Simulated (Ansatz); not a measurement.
## A ladder of methods for AlH3 (SMILES [AlH3])

The species is AlH3 (4 atoms), meant as a singlet with charge 0. SMILES: `[AlH3]`. The coordinates come from a PBE0-D4/def2-TZVP relaxation.

```xyz
4

Al    0.0137   -0.0148   -0.0051
H     0.6332    0.6709    1.2836
H    -1.3408   -0.8320    0.1051
H     0.7494    0.1157   -1.4039
```

Quantity: the energy change with the Al1–H3 bond stretched from 1.586 to 1.982 Å, in eV. The values are calculated.

| level | kind | program | value (eV) | CPU time (all runs) |
| --- | --- | --- | --- | --- |
| HF/6-31G* (spherical functions) (restricted) | Hartree–Fock | Ansatz | 0.73 | 0.24 s |
| SVWN5/6-31G* (spherical functions) (restricted) | LDA | Ansatz | 0.57 | 1 s |
| BLYP/6-31G* (spherical functions) (restricted) | GGA | Ansatz | 0.58 | 1.4 s |
| BHLYP/6-31G* (spherical functions) (restricted) | global hybrid | Ansatz | 0.72 | 1.5 s |
| wB97X/6-31G* (spherical functions) (restricted) | range-separated hybrid | Ansatz | 0.67 | 6.9 s |
| B2PLYP/6-31G* (spherical functions) (restricted) | double hybrid | Ansatz | 0.67 | 2 s |
| RPA@PBE/6-31G* (spherical functions) (restricted) | RPA | Ansatz | 0.59 | 2.1 s |
| BCCD(T)/6-31G* (spherical functions) (restricted) | coupled cluster or CI | Ansatz | 0.60 | 0.38 s |
| FCI/3-21G | exact in the basis | Ansatz | 0.49 | 0.69 s |

The first shape isn't each level's own minimum. The values span 0.49 to 0.73 eV. High-level rows in very small sets aren't better than simpler rows in larger ones. In so small a basis fixed costs decide the times, and correlated methods can beat functionals. Times are those of the runs behind each value, whatever else they computed, on shared processors of several kinds: orders of magnitude only.
